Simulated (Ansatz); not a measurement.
# AlNH4 (built from SMILES [NH2][AlH2]): molecular dynamics

The task is to watch the atoms for 30 steps of 1.0 fs, started with velocities for 500 K and run at constant energy, and see to which side of the barrier the system falls.

Program: Ansatz 0.2.0, Gaussian basis. Level of theory: PBE-D4/def2-SVP. These are calculated values, not measurements.

1 further run of the same task is left out (it didn't finish).

### Step 1. The starting structure

The start, a first-order saddle point found at PBE0-D4 in triple zeta: 6 atoms, charge 0, spin multiplicity 1.

Atoms are counted from 1 here; the program's logs count them from 0.

Bond lengths: Al1–H2 1.884 Å, Al1–N3 1.678 Å, Al1–H4 1.795 Å, Al1–H5 1.577 Å, N3–H6 1.007 Å. Angles: H2–Al1–N3 83.7°, H2–Al1–H4 27.0°, H2–Al1–H5 108.3°, N3–Al1–H4 56.7°, N3–Al1–H5 168.0°, H4–Al1–H5 135.3°, Al1–N3–H6 141.3°.

Coordinates:

```
atom    x (Å)    y (Å)    z (Å)
 Al1  -0.7222   0.1799  -0.0831
  H2   0.8042   1.1525  -0.6072
  N3   0.4038  -0.9312   0.4761
  H4   1.0513   0.4162  -0.2297
  H5  -2.0010   1.0067  -0.4931
  H6   0.4640  -1.8240   0.9371
```

### Step 2. The run

md/in.yaml reads:

```yaml
crystal:
  periodic: [false, false, false]
  atoms:
    - {symbol: Al, position_ang: [-0.722235, 0.179866, -0.083089]}
    - {symbol: H, position_ang: [0.804219, 1.152470, -0.607192]}
    - {symbol: N, position_ang: [0.403842, -0.931170, 0.476054]}
    - {symbol: H, position_ang: [1.051295, 0.416154, -0.229720]}
    - {symbol: H, position_ang: [-2.001015, 1.006697, -0.493111]}
    - {symbol: H, position_ang: [0.463993, -1.824016, 0.937058]}
basis:
  gaussian: {orbitals: def2-SVP}
hamiltonian: {xc: pbe, dispersion: d4}
md: {n_steps: 30, timestep: 1.0, temperature: 500, ensemble: nve, seed: 210, initial_velocities: maxwell_boltzmann}
```

Started as:

```bash
$ ansatz run in.yaml --threads 2 --pin off --events-out ev --progress --plain --max-ram 4352MiB
```

What does the calculation give? Wanted: temperature at the start; mean temperature, second half; lowest and highest potential energy, from the first frame; largest change of potential + kinetic; bonds lost by distance.

As calculated:

```
                                                 quantity              value
                                                   length  30 steps, 30.0 fs
                                 temperature at the start              500 K
                            mean temperature, second half             3601 K
lowest and highest potential energy, from the first frame   -2340 and 74 meV
                    largest change of potential + kinetic          132.1 meV
                                   bonds lost by distance      Al1–H4, H2–H4
```

In words: By the last frame it has moved back towards the start side of the step. The system runs downhill by 2.34 eV, and that energy turns into motion. With no thermostat the total energy should stay fixed; it holds within 132.1 meV, or 11 % of the mean kinetic energy of 1211 meV, more than a sound time step leaves. The instant temperature ranges from 364 to 4885 K, as energy passes between motion and strain.
